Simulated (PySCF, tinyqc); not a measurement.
Inside a calculation (part 1 of 2). Method: RHF in the sto-3g basis, for BH, spin multiplicity 1. This run ends on a higher stationary point, not on the lowest solution. The lowest restricted solution is unstable here: a spin-polarised one lies 0.0056 hartree lower (PySCF). Computed by tinyqc, a small Python program that keeps every step (integrals from PySCF). Settings: charge = 0, multiplicity = 1, basis = sto-3g, energy threshold = 1e-10, iteration cap = 86, orthogonalisation = symmetric, start = Wolfsberg-Helmholz matrix, DIIS depth = 0, method = RHF. Command: `OMP_NUM_THREADS=1 python tinyqc.py 20647 20648 out.jsonl` (the two numbers bound the seeds that draw the settings). One thread of a shared host (Intel(R) Xeon(R) Processor @ 2.60GHz), about 0.08 s of CPU time with the checks. Later iterations appear only in the table of the cycle.

## One-electron integrals

Geometry (angstrom):
```
atom         x         y         z
B     0.000000  0.000000  0.000000
H     0.000000  0.000000  1.609000
```

Basis sto-3g: exponents (1/bohr^2) and contraction coefficients of normalised primitives:
```
element  l (shell)   exponent  coefficient
B            s (1)  48.791113     0.154329
B            s (1)   8.887362     0.535328
B            s (1)   2.405267     0.444635
B            s (2)   2.236956    -0.099967
B            s (2)   0.519821     0.399513
B            s (2)   0.169062     0.700115
B            p (3)   2.236956     0.155916
B            p (3)   0.519821     0.607684
B            p (3)   0.169062     0.391957
H            s (1)   3.425251     0.154329
H            s (1)   0.623914     0.535328
H            s (1)   0.168855     0.444635
```

Overlap, kinetic and nuclear-attraction integrals over the contracted functions; the nuclear repulsion is the sum of Za Zb / Rab.

nuclear repulsion = 1.64442887 hartree

overlap S, order 1B 1s, 1B 2s, 1B 2px, 1B 2py, 1B 2pz, 2H 1s:
$$\begin{pmatrix}
1.000000 & 0.269328 & 0.000000 & 0.000000 & 0.000000 & 0.026099 \\
0.269328 & 1.000000 & 0.000000 & 0.000000 & 0.000000 & 0.285873 \\
0.000000 & 0.000000 & 1.000000 & 0.000000 & 0.000000 & 0.000000 \\
0.000000 & 0.000000 & 0.000000 & 1.000000 & 0.000000 & 0.000000 \\
0.000000 & 0.000000 & 0.000000 & 0.000000 & 1.000000 & 0.333912 \\
0.026099 & 0.285873 & 0.000000 & 0.000000 & 0.333912 & 1.000000
\end{pmatrix}$$

kinetic energy T (hartree), order 1B 1s, 1B 2s, 1B 2px, 1B 2py, 1B 2pz, 2H 1s:
$$\begin{pmatrix}
10.826302 & -0.047967 & 0.000000 & 0.000000 & 0.000000 & -0.007519 \\
-0.047967 & 0.359168 & 0.000000 & 0.000000 & 0.000000 & 0.016897 \\
0.000000 & 0.000000 & 1.123881 & 0.000000 & 0.000000 & 0.000000 \\
0.000000 & 0.000000 & 0.000000 & 1.123881 & 0.000000 & 0.000000 \\
0.000000 & 0.000000 & 0.000000 & 0.000000 & 1.123881 & 0.076207 \\
-0.007519 & 0.016897 & 0.000000 & 0.000000 & 0.076207 & 0.760032
\end{pmatrix}$$

nuclear attraction V (hartree), order 1B 1s, 1B 2s, 1B 2px, 1B 2py, 1B 2pz, 2H 1s:
$$\begin{pmatrix}
-23.476274 & -3.227940 & 0.000000 & 0.000000 & -0.010164 & -0.314579 \\
-3.227940 & -4.098466 & 0.000000 & 0.000000 & -0.100173 & -0.934142 \\
0.000000 & 0.000000 & -4.046733 & 0.000000 & 0.000000 & 0.000000 \\
0.000000 & 0.000000 & 0.000000 & -4.046733 & 0.000000 & 0.000000 \\
-0.010164 & -0.100173 & 0.000000 & 0.000000 & -4.110532 & -1.023926 \\
-0.314579 & -0.934142 & 0.000000 & 0.000000 & -1.023926 & -2.866917
\end{pmatrix}$$

core Hamiltonian H = T + V (hartree), order 1B 1s, 1B 2s, 1B 2px, 1B 2py, 1B 2pz, 2H 1s:
$$\begin{pmatrix}
-12.649972 & -3.275908 & 0.000000 & 0.000000 & -0.010164 & -0.322098 \\
-3.275908 & -3.739298 & 0.000000 & 0.000000 & -0.100173 & -0.917245 \\
0.000000 & 0.000000 & -2.922852 & 0.000000 & 0.000000 & 0.000000 \\
0.000000 & 0.000000 & 0.000000 & -2.922852 & 0.000000 & 0.000000 \\
-0.010164 & -0.100173 & 0.000000 & 0.000000 & -2.986651 & -0.947719 \\
-0.322098 & -0.917245 & 0.000000 & 0.000000 & -0.947719 & -2.106885
\end{pmatrix}$$

## Two-electron integrals

Functions are numbered as in S; the eight-fold symmetry (ij|kl) = (ji|kl) = (kl|ij) leaves the list below.

Two-electron integrals (ij|kl) in chemists' order, unique and non-zero (hartree):
```
(11|11) 2.923513   (21|11) 0.518376   (21|21) 0.109262   (22|11) 0.744229
(22|21) 0.193177   (22|22) 0.544804   (31|31) 0.020264   (32|31) 0.029996
(32|32) 0.120346   (33|11) 0.742491   (33|21) 0.193240   (33|22) 0.544682
(33|33) 0.586773   (41|41) 0.020264   (42|41) 0.029996   (42|42) 0.120346
(43|43) 0.031630   (44|11) 0.742491   (44|21) 0.193240   (44|22) 0.544682
(44|33) 0.523513   (44|44) 0.586773   (51|51) 0.020264   (52|51) 0.029996
(52|52) 0.120346   (53|53) 0.031630   (54|54) 0.031630   (55|11) 0.742491
(55|21) 0.193240   (55|22) 0.544682   (55|33) 0.523513   (55|44) 0.523513
(55|55) 0.586773   (61|11) 0.049985   (61|21) 0.010501   (61|22) 0.018647
(61|33) 0.018570   (61|44) 0.018570   (61|51) 0.000729   (61|52) 0.001360
(61|55) 0.018812   (61|61) 0.001039   (62|11) 0.147745   (62|21) 0.039103
(62|22) 0.125138   (62|33) 0.121356   (62|44) 0.121356   (62|51) 0.004231
(62|52) 0.028199   (62|55) 0.132573   (62|61) 0.004007   (62|62) 0.044102
(63|31) 0.003488   (63|32) 0.017275   (63|53) 0.004955   (63|63) 0.004190
(64|41) 0.003488   (64|42) 0.017275   (64|54) 0.004955   (64|64) 0.004190
(65|11) 0.150845   (65|21) 0.040386   (65|22) 0.136167   (65|33) 0.129239
(65|44) 0.129239   (65|51) 0.007090   (65|52) 0.044368   (65|55) 0.149865
(65|61) 0.004286   (65|62) 0.055696   (65|65) 0.073089   (66|11) 0.327958
(66|21) 0.088251   (66|22) 0.320591   (66|33) 0.303644   (66|44) 0.303644
(66|51) 0.009882   (66|52) 0.090673   (66|55) 0.353998   (66|61) 0.009106
(66|62) 0.155382   (66|65) 0.211220   (66|66) 0.774606
```

## Orthogonalisation

S = U s U^T; symmetric (Loewdin) form X = U s^(-1/2) U^T, so that X^T S X = 1.

eigenvalues of S: [0.529510, 0.802356, 1.000000, 1.000000, 1.177139, 1.490995]

X, order 1B 1s, 1B 2s, 1B 2px, 1B 2py, 1B 2pz, 2H 1s:
$$\begin{pmatrix}
1.029583 & -0.146545 & 0.000000 & 0.000000 & -0.006064 & 0.020047 \\
-0.146545 & 1.067190 & 0.000000 & 0.000000 & 0.043372 & -0.168493 \\
0.000000 & 0.000000 & 1.000000 & 0.000000 & 0.000000 & 0.000000 \\
0.000000 & 0.000000 & 0.000000 & 1.000000 & 0.000000 & 0.000000 \\
-0.006064 & 0.043372 & 0.000000 & 0.000000 & 1.048926 & -0.191093 \\
0.020047 & -0.168493 & 0.000000 & 0.000000 & -0.191093 & 1.085584
\end{pmatrix}$$

## Starting guess

The start is the generalised Wolfsberg-Helmholz matrix (K = 1.75) built on H; D = 2 C_occ C_occ^T.

D at the start, order 1B 1s, 1B 2s, 1B 2px, 1B 2py, 1B 2pz, 2H 1s:
$$\begin{pmatrix}
1.980020 & -0.011347 & 0.000000 & 0.000000 & -0.176365 & -0.132857 \\
-0.011347 & 0.337091 & 0.000000 & 0.000000 & 0.530811 & 0.322861 \\
0.000000 & 0.000000 & 1.693557 & 0.720402 & 0.000000 & 0.000000 \\
0.000000 & 0.000000 & 0.720402 & 0.306443 & 0.000000 & 0.000000 \\
-0.176365 & 0.530811 & 0.000000 & 0.000000 & 0.848548 & 0.518169 \\
-0.132857 & 0.322861 & 0.000000 & 0.000000 & 0.518169 & 0.316748
\end{pmatrix}$$

## Iteration 1: building the Fock matrix

J_ij = sum D_kl (ij|kl), K_ij = sum D_kl (ik|jl); F = H + J - 0.5 K; E = tr D H + tr D J / 2 - 0.25 tr D K + E_nn.

Coulomb J (hartree), order 1B 1s, 1B 2s, 1B 2px, 1B 2py, 1B 2pz, 2H 1s:
$$\begin{pmatrix}
8.485071 & 1.731753 & 0.000000 & 0.000000 & 0.037713 & 0.168946 \\
1.731753 & 3.522917 & 0.000000 & 0.000000 & 0.209729 & 0.851834 \\
0.000000 & 0.000000 & 3.551298 & 0.045572 & 0.000000 & 0.000000 \\
0.000000 & 0.000000 & 0.045572 & 3.463550 & 0.000000 & 0.000000 \\
0.037713 & 0.209729 & 0.000000 & 0.000000 & 3.542346 & 0.951381 \\
0.168946 & 0.851834 & 0.000000 & 0.000000 & 0.951381 & 2.318038
\end{pmatrix}$$

exchange K (hartree), order 1B 1s, 1B 2s, 1B 2px, 1B 2py, 1B 2pz, 2H 1s:
$$\begin{pmatrix}
5.865987 & 1.169062 & 0.000000 & 0.000000 & -0.007907 & 0.116603 \\
1.169062 & 0.852023 & 0.000000 & 0.000000 & 0.470099 & 0.444952 \\
0.000000 & 0.000000 & 1.126965 & 0.399926 & 0.000000 & 0.000000 \\
0.000000 & 0.000000 & 0.399926 & 0.356918 & 0.000000 & 0.000000 \\
-0.007907 & 0.470099 & 0.000000 & 0.000000 & 0.846400 & 0.570900 \\
0.116603 & 0.444952 & 0.000000 & 0.000000 & 0.570900 & 0.707012
\end{pmatrix}$$

Fock matrix F (hartree), order 1B 1s, 1B 2s, 1B 2px, 1B 2py, 1B 2pz, 2H 1s:
$$\begin{pmatrix}
-7.097894 & -2.128685 & 0.000000 & 0.000000 & 0.031502 & -0.211454 \\
-2.128685 & -0.642392 & 0.000000 & 0.000000 & -0.125493 & -0.287888 \\
0.000000 & 0.000000 & 0.064963 & -0.154391 & 0.000000 & 0.000000 \\
0.000000 & 0.000000 & -0.154391 & 0.362239 & 0.000000 & 0.000000 \\
0.031502 & -0.125493 & 0.000000 & 0.000000 & 0.132495 & -0.281788 \\
-0.211454 & -0.287888 & 0.000000 & 0.000000 & -0.281788 & -0.142352
\end{pmatrix}$$

total energy of this density = -24.15291716 hartree

## Iteration 1: diagonalisation and new density

Diagonalise F' = X^T F X, C = X C', fill 3 alpha and 3 beta electrons from the bottom; D = 2 C_occ C_occ^T. Each column has its largest component positive (the first on a tie).

F' = X^T F X (hartree):
$$\begin{pmatrix}
-6.903145 & -1.186238 & 0.000000 & 0.000000 & 0.031561 & 0.013657 \\
-1.186238 & -0.136832 & 0.000000 & 0.000000 & -0.046042 & -0.239066 \\
0.000000 & 0.000000 & 0.064963 & -0.154391 & 0.000000 & 0.000000 \\
0.000000 & 0.000000 & -0.154391 & 0.362239 & 0.000000 & 0.000000 \\
0.031561 & -0.046042 & 0.000000 & 0.000000 & 0.245657 & -0.323360 \\
0.013657 & -0.239066 & 0.000000 & 0.000000 & -0.323360 & 0.035070
\end{pmatrix}$$

orbital energies (hartree): MO1 -7.105250, MO2 -0.329067, MO3 -0.000711, MO4 0.168216, MO5 0.427913, MO6 0.506853

coefficients C, order 1B 1s, 1B 2s, 1B 2px, 1B 2py, 1B 2pz, 2H 1s:
$$\begin{pmatrix}
0.990437 & -0.148606 & 0.000000 & -0.264747 & 0.000000 & -0.093899 \\
0.033997 & 0.436554 & 0.000000 & 0.909720 & 0.000000 & 0.413902 \\
0.000000 & 0.000000 & 0.920206 & 0.000000 & -0.391435 & 0.000000 \\
0.000000 & 0.000000 & 0.391435 & 0.000000 & 0.920206 & 0.000000 \\
-0.002553 & 0.361410 & 0.000000 & -0.445462 & 0.000000 & 0.899789 \\
-0.004045 & 0.624446 & 0.000000 & -0.315400 & 0.000000 & -0.868548
\end{pmatrix}$$

D after iteration 1, order 1B 1s, 1B 2s, 1B 2px, 1B 2py, 1B 2pz, 2H 1s:
$$\begin{pmatrix}
2.006097 & -0.062406 & 0.000000 & 0.000000 & -0.112473 & -0.193605 \\
-0.062406 & 0.383471 & 0.000000 & 0.000000 & 0.315377 & 0.544934 \\
0.000000 & 0.000000 & 1.693557 & 0.720402 & 0.000000 & 0.000000 \\
0.000000 & 0.000000 & 0.720402 & 0.306443 & 0.000000 & 0.000000 \\
-0.112473 & 0.315377 & 0.000000 & 0.000000 & 0.261247 & 0.451383 \\
-0.193605 & 0.544934 & 0.000000 & 0.000000 & 0.451383 & 0.779898
\end{pmatrix}$$

## Iteration 2: building the Fock matrix

As before.

Coulomb J (hartree), order 1B 1s, 1B 2s, 1B 2px, 1B 2py, 1B 2pz, 2H 1s:
$$\begin{pmatrix}
8.298116 & 1.681154 & 0.000000 & 0.000000 & 0.032799 & 0.163799 \\
1.681154 & 3.411581 & 0.000000 & 0.000000 & 0.210137 & 0.851654 \\
0.000000 & 0.000000 & 3.443742 & 0.045572 & 0.000000 & 0.000000 \\
0.000000 & 0.000000 & 0.045572 & 3.355994 & 0.000000 & 0.000000 \\
0.032799 & 0.210137 & 0.000000 & 0.000000 & 3.423157 & 0.963560 \\
0.163799 & 0.851654 & 0.000000 & 0.000000 & 0.963560 & 2.485190
\end{pmatrix}$$

exchange K (hartree), order 1B 1s, 1B 2s, 1B 2px, 1B 2py, 1B 2pz, 2H 1s:
$$\begin{pmatrix}
5.881429 & 1.135038 & 0.000000 & 0.000000 & -0.006948 & 0.111322 \\
1.135038 & 0.857222 & 0.000000 & 0.000000 & 0.388862 & 0.526854 \\
0.000000 & 0.000000 & 1.119963 & 0.399926 & 0.000000 & 0.000000 \\
0.000000 & 0.000000 & 0.399926 & 0.349916 & 0.000000 & 0.000000 \\
-0.006948 & 0.388862 & 0.000000 & 0.000000 & 0.537513 & 0.548408 \\
0.111322 & 0.526854 & 0.000000 & 0.000000 & 0.548408 & 1.040751
\end{pmatrix}$$

Fock matrix F (hartree), order 1B 1s, 1B 2s, 1B 2px, 1B 2py, 1B 2pz, 2H 1s:
$$\begin{pmatrix}
-7.292571 & -2.162273 & 0.000000 & 0.000000 & 0.026108 & -0.213960 \\
-2.162273 & -0.756328 & 0.000000 & 0.000000 & -0.084466 & -0.329018 \\
0.000000 & 0.000000 & -0.039092 & -0.154391 & 0.000000 & 0.000000 \\
0.000000 & 0.000000 & -0.154391 & 0.258184 & 0.000000 & 0.000000 \\
0.026108 & -0.084466 & 0.000000 & 0.000000 & 0.167750 & -0.258363 \\
-0.213960 & -0.329018 & 0.000000 & 0.000000 & -0.258363 & -0.142070
\end{pmatrix}$$

total energy of this density = -24.33409124 hartree

## Iteration 2: diagonalisation and new density

As before.

F' = X^T F X (hartree):
$$\begin{pmatrix}
-7.101547 & -1.178865 & 0.000000 & 0.000000 & 0.019428 & 0.018687 \\
-1.178865 & -0.242001 & 0.000000 & 0.000000 & 0.001670 & -0.275275 \\
0.000000 & 0.000000 & -0.039092 & -0.154391 & 0.000000 & 0.000000 \\
0.000000 & 0.000000 & -0.154391 & 0.258184 & 0.000000 & 0.000000 \\
0.019428 & 0.001670 & 0.000000 & 0.000000 & 0.279339 & -0.313109 \\
0.018687 & -0.275275 & 0.000000 & 0.000000 & -0.313109 & 0.041507
\end{pmatrix}$$

orbital energies (hartree): MO1 -7.298633, MO2 -0.356299, MO3 -0.104766, MO4 0.090310, MO5 0.323859, MO6 0.541918

coefficients C, order 1B 1s, 1B 2s, 1B 2px, 1B 2py, 1B 2pz, 2H 1s:
$$\begin{pmatrix}
0.991397 & -0.184980 & 0.000000 & -0.232992 & 0.000000 & -0.102884 \\
0.030745 & 0.565695 & 0.000000 & 0.820007 & 0.000000 & 0.444154 \\
0.000000 & 0.000000 & 0.920206 & 0.000000 & -0.391435 & 0.000000 \\
0.000000 & 0.000000 & 0.391435 & 0.000000 & 0.920206 & 0.000000 \\
-0.002046 & 0.257509 & 0.000000 & -0.512644 & 0.000000 & 0.899756 \\
-0.003675 & 0.590681 & 0.000000 & -0.398743 & 0.000000 & -0.857839
\end{pmatrix}$$

D after iteration 2, order 1B 1s, 1B 2s, 1B 2px, 1B 2py, 1B 2pz, 2H 1s:
$$\begin{pmatrix}
2.034171 & -0.148323 & 0.000000 & 0.000000 & -0.099325 & -0.225815 \\
-0.148323 & 0.641913 & 0.000000 & 0.000000 & 0.291217 & 0.668065 \\
0.000000 & 0.000000 & 1.693557 & 0.720402 & 0.000000 & 0.000000 \\
0.000000 & 0.000000 & 0.720402 & 0.306443 & 0.000000 & 0.000000 \\
-0.099325 & 0.291217 & 0.000000 & 0.000000 & 0.132630 & 0.304226 \\
-0.225815 & 0.668065 & 0.000000 & 0.000000 & 0.304226 & 0.697835
\end{pmatrix}$$

## Iteration 3: building the Fock matrix

As before.

Coulomb J (hartree), order 1B 1s, 1B 2s, 1B 2px, 1B 2py, 1B 2pz, 2H 1s:
$$\begin{pmatrix}
8.349815 & 1.691828 & 0.000000 & 0.000000 & 0.029980 & 0.164662 \\
1.691828 & 3.433256 & 0.000000 & 0.000000 & 0.191469 & 0.844581 \\
0.000000 & 0.000000 & 3.470552 & 0.045572 & 0.000000 & 0.000000 \\
0.000000 & 0.000000 & 0.045572 & 3.382804 & 0.000000 & 0.000000 \\
0.029980 & 0.191469 & 0.000000 & 0.000000 & 3.434375 & 0.949409 \\
0.164662 & 0.844581 & 0.000000 & 0.000000 & 0.949409 & 2.424382
\end{pmatrix}$$

exchange K (hartree), order 1B 1s, 1B 2s, 1B 2px, 1B 2py, 1B 2pz, 2H 1s:
$$\begin{pmatrix}
5.899129 & 1.123191 & 0.000000 & 0.000000 & -0.006218 & 0.107168 \\
1.123191 & 0.968796 & 0.000000 & 0.000000 & 0.363923 & 0.553043 \\
0.000000 & 0.000000 & 1.144639 & 0.399926 & 0.000000 & 0.000000 \\
0.000000 & 0.000000 & 0.399926 & 0.374592 & 0.000000 & 0.000000 \\
-0.006218 & 0.363923 & 0.000000 & 0.000000 & 0.448925 & 0.469411 \\
0.107168 & 0.553043 & 0.000000 & 0.000000 & 0.469411 & 0.951457
\end{pmatrix}$$

Fock matrix F (hartree), order 1B 1s, 1B 2s, 1B 2px, 1B 2py, 1B 2pz, 2H 1s:
$$\begin{pmatrix}
-7.249721 & -2.145675 & 0.000000 & 0.000000 & 0.022924 & -0.211020 \\
-2.145675 & -0.790440 & 0.000000 & 0.000000 & -0.090665 & -0.349186 \\
0.000000 & 0.000000 & -0.024620 & -0.154391 & 0.000000 & 0.000000 \\
0.000000 & 0.000000 & -0.154391 & 0.272656 & 0.000000 & 0.000000 \\
0.022924 & -0.090665 & 0.000000 & 0.000000 & 0.223261 & -0.233016 \\
-0.211020 & -0.349186 & 0.000000 & 0.000000 & -0.233016 & -0.158232
\end{pmatrix}$$

total energy of this density = -24.37343055 hartree

## Iteration 3: diagonalisation and new density

As before.

F' = X^T F X (hartree):
$$\begin{pmatrix}
-7.061608 & -1.162827 & 0.000000 & 0.000000 & 0.016760 & 0.022260 \\
-1.162827 & -0.278983 & 0.000000 & 0.000000 & -0.004884 & -0.287194 \\
0.000000 & 0.000000 & -0.024620 & -0.154391 & 0.000000 & 0.000000 \\
0.000000 & 0.000000 & -0.154391 & 0.272656 & 0.000000 & 0.000000 \\
0.016760 & -0.004884 & 0.000000 & 0.000000 & 0.329410 & -0.291372 \\
0.022260 & -0.287194 & 0.000000 & 0.000000 & -0.291372 & 0.020039
\end{pmatrix}$$

orbital energies (hartree): MO1 -7.255543, MO2 -0.382346, MO3 -0.090294, MO4 0.104853, MO5 0.338330, MO6 0.541894

coefficients C, order 1B 1s, 1B 2s, 1B 2px, 1B 2py, 1B 2pz, 2H 1s:
$$\begin{pmatrix}
0.991509 & -0.199807 & 0.000000 & -0.224537 & 0.000000 & -0.092334 \\
0.030394 & 0.617330 & 0.000000 & 0.803672 & 0.000000 & 0.403400 \\
0.000000 & 0.000000 & 0.920206 & 0.000000 & -0.391435 & 0.000000 \\
0.000000 & 0.000000 & 0.391435 & 0.000000 & 0.920206 & 0.000000 \\
-0.001532 & 0.200108 & 0.000000 & -0.468835 & 0.000000 & 0.937459 \\
-0.003888 & 0.575590 & 0.000000 & -0.498182 & 0.000000 & -0.815045
\end{pmatrix}$$

D after iteration 3, order 1B 1s, 1B 2s, 1B 2px, 1B 2py, 1B 2pz, 2H 1s:
$$\begin{pmatrix}
2.046027 & -0.186423 & 0.000000 & 0.000000 & -0.083004 & -0.237725 \\
-0.186423 & 0.764041 & 0.000000 & 0.000000 & 0.246972 & 0.710422 \\
0.000000 & 0.000000 & 1.693557 & 0.720402 & 0.000000 & 0.000000 \\
0.000000 & 0.000000 & 0.720402 & 0.306443 & 0.000000 & 0.000000 \\
-0.083004 & 0.246972 & 0.000000 & 0.000000 & 0.080091 & 0.230372 \\
-0.237725 & 0.710422 & 0.000000 & 0.000000 & 0.230372 & 0.662638
\end{pmatrix}$$

## Iteration 4: building the Fock matrix

As before.

Coulomb J (hartree), order 1B 1s, 1B 2s, 1B 2px, 1B 2py, 1B 2pz, 2H 1s:
$$\begin{pmatrix}
8.374359 & 1.697078 & 0.000000 & 0.000000 & 0.026933 & 0.165008 \\
1.697078 & 3.444038 & 0.000000 & 0.000000 & 0.174410 & 0.839258 \\
0.000000 & 0.000000 & 3.483707 & 0.045572 & 0.000000 & 0.000000 \\
0.000000 & 0.000000 & 0.045572 & 3.395960 & 0.000000 & 0.000000 \\
0.026933 & 0.174410 & 0.000000 & 0.000000 & 3.440332 & 0.939567 \\
0.165008 & 0.839258 & 0.000000 & 0.000000 & 0.939567 & 2.388882
\end{pmatrix}$$

exchange K (hartree), order 1B 1s, 1B 2s, 1B 2px, 1B 2py, 1B 2pz, 2H 1s:
$$\begin{pmatrix}
5.906124 & 1.118843 & 0.000000 & 0.000000 & -0.005747 & 0.105257 \\
1.118843 & 1.019537 & 0.000000 & 0.000000 & 0.329545 & 0.555398 \\
0.000000 & 0.000000 & 1.156130 & 0.399926 & 0.000000 & 0.000000 \\
0.000000 & 0.000000 & 0.399926 & 0.386084 & 0.000000 & 0.000000 \\
-0.005747 & 0.329545 & 0.000000 & 0.000000 & 0.409630 & 0.424425 \\
0.105257 & 0.555398 & 0.000000 & 0.000000 & 0.424425 & 0.902405
\end{pmatrix}$$

Fock matrix F (hartree), order 1B 1s, 1B 2s, 1B 2px, 1B 2py, 1B 2pz, 2H 1s:
$$\begin{pmatrix}
-7.228674 & -2.138251 & 0.000000 & 0.000000 & 0.019642 & -0.209718 \\
-2.138251 & -0.805028 & 0.000000 & 0.000000 & -0.090535 & -0.355686 \\
0.000000 & 0.000000 & -0.017210 & -0.154391 & 0.000000 & 0.000000 \\
0.000000 & 0.000000 & -0.154391 & 0.280066 & 0.000000 & 0.000000 \\
0.019642 & -0.090535 & 0.000000 & 0.000000 & 0.248867 & -0.220364 \\
-0.209718 & -0.355686 & 0.000000 & 0.000000 & -0.220364 & -0.169205
\end{pmatrix}$$

total energy of this density = -24.38275789 hartree

## Iteration 4: diagonalisation and new density

As before.

F' = X^T F X (hartree):
$$\begin{pmatrix}
-7.041725 & -1.156030 & 0.000000 & 0.000000 & 0.013210 & 0.023845 \\
-1.156030 & -0.295460 & 0.000000 & 0.000000 & -0.005102 & -0.289541 \\
0.000000 & 0.000000 & -0.017210 & -0.154391 & 0.000000 & 0.000000 \\
0.000000 & 0.000000 & -0.154391 & 0.280066 & 0.000000 & 0.000000 \\
0.013210 & -0.005102 & 0.000000 & 0.000000 & 0.352243 & -0.279868 \\
0.023845 & -0.289541 & 0.000000 & 0.000000 & -0.279868 & 0.004805
\end{pmatrix}$$

orbital energies (hartree): MO1 -7.234419, MO2 -0.393762, MO3 -0.082884, MO4 0.107104, MO5 0.345740, MO6 0.540940

coefficients C, order 1B 1s, 1B 2s, 1B 2px, 1B 2py, 1B 2pz, 2H 1s:
$$\begin{pmatrix}
0.991530 & -0.204468 & 0.000000 & -0.222254 & 0.000000 & -0.087300 \\
0.030352 & 0.633141 & 0.000000 & 0.801637 & 0.000000 & 0.382401 \\
0.000000 & 0.000000 & 0.920206 & 0.000000 & -0.391435 & 0.000000 \\
0.000000 & 0.000000 & 0.391435 & 0.000000 & 0.920206 & 0.000000 \\
-0.001032 & 0.174704 & 0.000000 & -0.438662 & 0.000000 & 0.956939 \\
-0.004101 & 0.573029 & 0.000000 & -0.543196 & 0.000000 & -0.787630
\end{pmatrix}$$

D after iteration 4, order 1B 1s, 1B 2s, 1B 2px, 1B 2py, 1B 2pz, 2H 1s:
$$\begin{pmatrix}
2.049876 & -0.198725 & 0.000000 & 0.000000 & -0.073490 & -0.242466 \\
-0.198725 & 0.803577 & 0.000000 & 0.000000 & 0.221162 & 0.725367 \\
0.000000 & 0.000000 & 1.693557 & 0.720402 & 0.000000 & 0.000000 \\
0.000000 & 0.000000 & 0.720402 & 0.306443 & 0.000000 & 0.000000 \\
-0.073490 & 0.221162 & 0.000000 & 0.000000 & 0.061045 & 0.200229 \\
-0.242466 & 0.725367 & 0.000000 & 0.000000 & 0.200229 & 0.656758
\end{pmatrix}$$
